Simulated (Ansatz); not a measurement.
Mulliken charges of C3H4ClN (`N=C1CC1Cl`) from B3LYP/def2-TZVPP in Ansatz (PBE0-D4/def2-TZVP geometry).

```csv
atom,x (Å),y (Å),z (Å),charge (e)
N1,0.080,1.382,-1.331,-0.196
C2,0.129,0.500,-0.447,-0.045
C3,0.860,-0.653,0.061,-0.109
C4,-0.467,-0.207,0.689,0.008
Cl5,-1.914,-1.165,0.469,-0.127
H6,-0.780,1.928,-1.247,0.157
H7,0.845,-1.552,-0.548,0.100
H8,1.755,-0.520,0.662,0.097
H9,-0.421,0.241,1.675,0.115
```

By hand: the dipole of these point charges (1 e Å = 4.8032 D).

Σ q r = (0.208, 0.049, 0.227) e Å, of length 0.312 e Å = 1.50 D.

How does the dipole of the full density compare? (An estimate is asked.)

Computed: (0.087, -0.008, 0.347) e Å, 1.72 D; the point charges give 0.87 times that, at 30° from its direction.

Point charges leave out the atoms' own dipoles, such as those of lone pairs, and Mulliken's split depends on the basis, so the two needn't agree.

B3LYP here is the variant with VWN-RPA as its local correlation; programs differ in this.
